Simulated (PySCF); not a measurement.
PySCF job for BCl3, SMILES ClB(Cl)Cl, TDDFT-PBE/def2-SVPD. Coordinates come from a TPSSh-D3(BJ)/def2-SVP optimisation. The isomer is the one that the SMILES or the coordinates give; other isomers of the formula were not compared.

```python
import numpy as np
from pyscf import gto, scf, dft, tdscf

mol = gto.M(
    atom='''
    B     0.00000000    0.00000000    0.00000000
    Cl    1.74902354   -0.00000000   -0.00000000
    Cl   -0.87451177   -1.51469882   -0.00000000
    Cl   -0.87451177    1.51469882    0.00000000
    ''',
    basis='def2-SVPD',
    charge=0,
    spin=0,
    symmetry=True,
    max_memory=1600,
    verbose=4,
)
mf = dft.RKS(mol, xc='pbe').density_fit(auxbasis='def2-universal-jkfit')
mf.grids.level = 3
mf.conv_tol = 1e-9
mf.max_cycle = 100
mf.kernel()
mf.grids = dft.Grids(mol).set(level=1).build(with_non0tab=True)  # coarser grid for the response kernel
td = tdscf.TDDFT(mf)
td.singlet = True
td.nstates = 10
td.conv_tol = 1e-4
td.positive_eig_threshold = 1e-6
td.kernel(x0=td.get_init_guess(mf, 15))
td.analyze()
tt = tdscf.TDA(mf)
tt.singlet = False
tt.nstates = 4
tt.conv_tol = 1e-4
tt.positive_eig_threshold = 1e-6
tt.kernel(x0=tt.get_init_guess(mf, 9))
tt.analyze(verbose=3)
```

Program output:

```
PySCF version 2.14.0

[INPUT] verbose = 4
[INPUT] num. atoms = 4
[INPUT] num. electrons = 56
[INPUT] charge = 0
[INPUT] spin (= nelec alpha-beta = 2S) = 0
[INPUT] symmetry True subgroup None
[INPUT] Mole.unit = angstrom
[INPUT] Symbol           X                Y                Z      unit          X                Y                Z       unit  Magmom
[INPUT]  1 B      0.000000000000   0.000000000000   0.000000000000 AA    0.000000000000   0.000000000000   0.000000000000 Bohr   0.0
[INPUT]  2 Cl     1.749023540000   0.000000000000   0.000000000000 AA    3.305175476017   0.000000000000   0.000000000000 Bohr   0.0
[INPUT]  3 Cl    -0.874511770000  -1.514698820000   0.000000000000 AA   -1.652587738009  -2.862365931002   0.000000000000 Bohr   0.0
[INPUT]  4 Cl    -0.874511770000   1.514698820000   0.000000000000 AA   -1.652587738009   2.862365931002   0.000000000000 Bohr   0.0

nuclear repulsion = 228.599869578969
point group symmetry = D3h, use subgroup C2v
symmetry origin: [0. 0. 0.]
symmetry axis x: [0. 1. 0.]
symmetry axis y: [0. 0. 1.]
symmetry axis z: [1. 0. 0.]
num. orbitals of irrep A1 = 42
num. orbitals of irrep A2 = 12
num. orbitals of irrep B1 = 29
num. orbitals of irrep B2 = 18
number of shells = 41
number of NR pGTOs = 165
number of NR cGTOs = 101
basis = def2-SVPD
ecp = {}


[settings echo left out]
init E= -1404.88609917672
HOMO (B1) = -0.321279946804722  LUMO (B2) = -0.108394621441266  gap/eV = 5.79290
cycle= 1 E= -1404.52502777019  delta_E= 0.361  |g|= 0.224  |ddm|= 2.79
HOMO (B1) = -0.264333402027493  LUMO (B2) = -0.113493187270045  gap/eV = 4.10457
cycle= 2 E= -1404.50130237708  delta_E= 0.0237  |g|= 0.377  |ddm|= 0.688
HOMO (B1) = -0.279187604693181  LUMO (B2) = -0.0952434258901314  gap/eV = 5.00538
cycle= 3 E= -1404.53806335535  delta_E= -0.0368  |g|= 0.0709  |ddm|= 0.438
HOMO (B1) = -0.286689348126496  LUMO (B2) = -0.104829270455226  gap/eV = 4.94866
cycle= 4 E= -1404.53953386948  delta_E= -0.00147  |g|= 0.0123  |ddm|= 0.0876
HOMO (B1) = -0.286130884529607  LUMO (B2) = -0.103586181342384  gap/eV = 4.96729
cycle= 5 E= -1404.53957759716  delta_E= -4.37e-05  |g|= 0.000304  |ddm|= 0.0135
HOMO (B1) = -0.286160443355422  LUMO (B2) = -0.103634703112798  gap/eV = 4.96678
cycle= 6 E= -1404.53957762037  delta_E= -2.32e-08  |g|= 7.79e-05  |ddm|= 0.000722
HOMO (B1) = -0.286150163591434  LUMO (B2) = -0.103618977044005  gap/eV = 4.96693
cycle= 7 E= -1404.53957762232  delta_E= -1.95e-09  |g|= 3.57e-06  |ddm|= 0.000165
HOMO (B1) = -0.286151164462999  LUMO (B2) = -0.103619633519741  gap/eV = 4.96694
cycle= 8 E= -1404.53957762232  delta_E= -5.46e-12  |g|= 2.5e-07  |ddm|= 5.58e-06
HOMO (B1) = -0.286151143064823  LUMO (B2) = -0.103619577033419  gap/eV = 4.96694
Extra cycle  E= -1404.53957762232  delta_E= 2.27e-12  |g|= 4.55e-07  |ddm|= 8.91e-07
converged SCF energy = -1404.53957762232
tot grids = 24128
Overwritten attributes  positive_eig_threshold  of <class 'pyscf.tdscf.rks.CasidaTDDFT'>


******** <class 'pyscf.tdscf.rks.CasidaTDDFT'> for <class 'pyscf.df.df_jk.DFSymAdaptedRKS'> ********
nstates = 10 singlet
deg_eia_thresh = 1.000e-03
wfnsym = None
conv_tol = 0.0001
eigh lindep = 1e-12
eigh level_shift = 0
eigh max_cycle = 100


Excitation energies (eV)
[5.04184126 5.94951574 5.94953479 6.47157301 6.47158332 7.14991255
 7.93728016 7.9373802  8.09911157 8.0991546 ]

** Singlet excitation energies and oscillator strengths **
Excited State   1:   A2      5.04184 eV    245.91 nm  f=0.0000
      28 -> 29        0.70703
Excited State   2:   B2      5.94952 eV    208.39 nm  f=0.0000
      25 -> 29       -0.70688
Excited State   3:   A2      5.94953 eV    208.39 nm  f=0.0000
      24 -> 29        0.70688
Excited State   4:   B1      6.47157 eV    191.58 nm  f=0.1300
      27 -> 29       -0.69014
Excited State   5:   A1      6.47158 eV    191.58 nm  f=0.1300
      26 -> 29       -0.69014
Excited State   6:   B1      7.14991 eV    173.41 nm  f=0.0000
      28 -> 30        0.70419
Excited State   7:   A2      7.93728 eV    156.20 nm  f=0.0000
      27 -> 30        0.70614
Excited State   8:   B2      7.93738 eV    156.20 nm  f=0.0000
      26 -> 30        0.70614
Excited State   9:   A1      8.09911 eV    153.08 nm  f=0.0927
      25 -> 30       -0.68945
      28 -> 33       -0.13364
Excited State  10:   B1      8.09915 eV    153.08 nm  f=0.0927
      24 -> 30       -0.68945
      28 -> 32        0.13367

** Transition electric dipole moments (AU) **
state          X           Y           Z        Dip. S.      Osc.
  1        -0.0000     -0.0000     -0.0000      0.0000      0.0000
  2         0.0000      0.0000      0.0000      0.0000      0.0000
  3        -0.0000      0.0000      0.0000      0.0000      0.0000
  4        -0.0000      0.9056      0.0000      0.8202      0.1300
  5        -0.9056      0.0000      0.0000      0.8202      0.1300
  6        -0.0000     -0.0000     -0.0000      0.0000      0.0000
  7        -0.0000      0.0000     -0.0000      0.0000      0.0000
  8         0.0000      0.0000     -0.0001      0.0000      0.0000
  9        -0.6834     -0.0000     -0.0000      0.4671      0.0927
 10         0.0000     -0.6833      0.0000      0.4669      0.0927

** Transition velocity dipole moments (imaginary part, AU) **
state          X           Y           Z        Dip. S.      Osc.
  1        -0.0000     -0.0000      0.0000      0.0000      0.0000
  2        -0.0000     -0.0000      0.0000      0.0000      0.0000
  3         0.0000     -0.0000      0.0000      0.0000      0.0000
  4        -0.0000      0.2140      0.0000      0.0458      0.1284
  5        -0.2140      0.0000      0.0000      0.0458      0.1284
  6        -0.0000     -0.0000     -0.0000      0.0000      0.0000
  7         0.0000     -0.0000     -0.0000      0.0000      0.0000
  8        -0.0000     -0.0000     -0.0000      0.0000      0.0000
  9        -0.2031     -0.0000     -0.0000      0.0413      0.0924
 10         0.0000     -0.2031      0.0000      0.0413      0.0924

** Transition magnetic dipole moments (imaginary part, AU) **
state          X           Y           Z
  1         0.0000     -0.0000     -0.0000
  2        -0.0000     -0.9383      0.0000
  3        -0.9383      0.0000     -0.0000
  4        -0.0000     -0.0000      0.0000
  5        -0.0000      0.0000     -0.0000
  6         0.0000     -0.0000     -0.4528
  7         0.7350     -0.0000     -0.0000
  8         0.0000      0.7349     -0.0000
  9        -0.0000      0.0000      0.0000
 10         0.0000      0.0000     -0.0002
Overwritten attributes  positive_eig_threshold  of <class 'pyscf.tdscf.rks.TDA'>


******** <class 'pyscf.tdscf.rks.TDA'> for <class 'pyscf.df.df_jk.DFSymAdaptedRKS'> ********
nstates = 4 triplet
deg_eia_thresh = 1.000e-03
wfnsym = None
conv_tol = 0.0001
eigh lindep = 1e-12
eigh level_shift = 0
eigh max_cycle = 100


Excitation energies (eV)
[4.87080245 5.50926812 5.50930338 5.76346019]

** Triplet excitation energies and oscillator strengths **
Excited State   1:   A2      4.87080 eV    254.55 nm  f=0.0000
Excited State   2:   B1      5.50927 eV    225.05 nm  f=0.0000
Excited State   3:   A1      5.50930 eV    225.05 nm  f=0.0000
Excited State   4:   B2      5.76346 eV    215.12 nm  f=0.0000
```

The run converged.
